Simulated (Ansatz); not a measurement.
Start from `[BH2][AlH2]` and change one atom or group to get `O[BH][AlH2]`.

Ansatz, PBE0-D4/def2-TZVP geometries, multiplicity 1. Each molecule was computed in one conformer, which needn't be the lowest.

| property | `[BH2][AlH2]` |
| --- | --- |
| HOMO energy (ωB97M-V/def2-TZVPP) / eV | -9.66 |
| ideal-gas entropy at 298 K and 1 bar (rigid rotor, harmonic PBE0-D4/def2-TZVP) / J/(mol·K) | 260 |
| HOMO energy (PBE/def2-TZVPP) / eV | -6.36 |
| size of the dipole moment (PBE/def2-TZVPP) / D | 0.35 |
| HOMO–LUMO gap (ωB97M-V/def2-TZVPP) / eV | 9.27 |
| HOMO energy (B3LYP/def2-TZVPP) / eV | -7.34 |

Q: Give the same properties after the change, and the shifts. (An estimate is asked.)

A: Computed: 
| property | `O[BH][AlH2]` | shift |
| --- | --- | --- |
| HOMO energy (ωB97M-V/def2-TZVPP) / eV | -9.13 | 0.53 |
| ideal-gas entropy at 298 K and 1 bar (rigid rotor, harmonic PBE0-D4/def2-TZVP) / J/(mol·K) | 296 | 36 |
| HOMO energy (PBE/def2-TZVPP) / eV | -5.82 | 0.54 |
| size of the dipole moment (PBE/def2-TZVPP) / D | 2.16 | 1.81 |
| HOMO–LUMO gap (ωB97M-V/def2-TZVPP) / eV | 9.20 | -0.07 |
| HOMO energy (B3LYP/def2-TZVPP) / eV | -6.83 | 0.51 |

With PBE0 the HOMO rises by 0.52 eV and the LUMO rises by 0.82 eV, so the gap widens by about 0.30 eV. PBE moves the HOMO by 0.54 eV and ωB97M-V by 0.53 eV. The zero-point energy changes by 21.9 kJ/mol with +3 modes. Dipoles are sizes alone; their direction can turn.

B3LYP here is the variant with VWN-RPA as its local correlation; programs differ in this.
